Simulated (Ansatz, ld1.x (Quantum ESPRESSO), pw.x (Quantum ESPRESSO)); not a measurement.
**Which Nb potential is closest to all-electron in the bcc crystal?**

All use PBE, scalar-relativistic, no spin, cutoffs from each file’s atomic test, pw.x 7.5; 14³ k-points, Fermi–Dirac smearing 0.01 Ry. Δ is the rms difference from all-electron LAPW of the E(V) curves that follow from fits to the pressures, over ±6 % in volume. Mesh and smearing are coarse and serve the comparison alone. The files are a selection: those with a ghost or negative overlap were mostly not run, and those with noisy or unconverged pressures or nearly equal Δ are left out.

All-electron: a0 = 3.314 Å (V0 = 18.20 Å³/atom), B0 = 167.9 GPa.

Question: Rank them by Δ, smallest first.
A. norm-conserving RRKJ (Kleinman–Bylander form), ld1.x (Quantum ESPRESSO) 7.5, PBE; core [Kr], reference 4d4 5s1 5p0; waves: 5p (bound, empty): rc 3.95 bohr; 4d (bound): rc 1.45 bohr; 5s (bound): rc 3.15 bohr; local part: the s channel; core correction: a·sin(br)/r model core inside 0.85 bohr.
B. norm-conserving Troullier–Martins (Kleinman–Bylander form), ld1.x (Quantum ESPRESSO) 7.5, PBE; core [Kr], reference 4d4 5s1 5p0; waves: 5p (bound, empty): rc 4.00 bohr; 4d (bound): rc 2.05 bohr; 4f channel at 0.1 Ry: rc 3.05 bohr; 5s (bound): rc 3.15 bohr; local part: the s channel; core correction: a·sin(br)/r model core, default radius (core density twice the valence density).
C. norm-conserving Troullier–Martins (Kleinman–Bylander form), ld1.x (Quantum ESPRESSO) 7.5, PBE; core [Kr], reference 4d4 5s0 5p0; waves: 5p (bound, empty): rc 3.95 bohr; 4d (bound): rc 1.65 bohr; 5s (bound, empty): rc 3.05 bohr; local part: the s channel; core correction: a·sin(br)/r model core inside 0.90 bohr.

Answer: B (1.7 meV/atom), A (18.3 meV/atom), C (25.5 meV/atom).
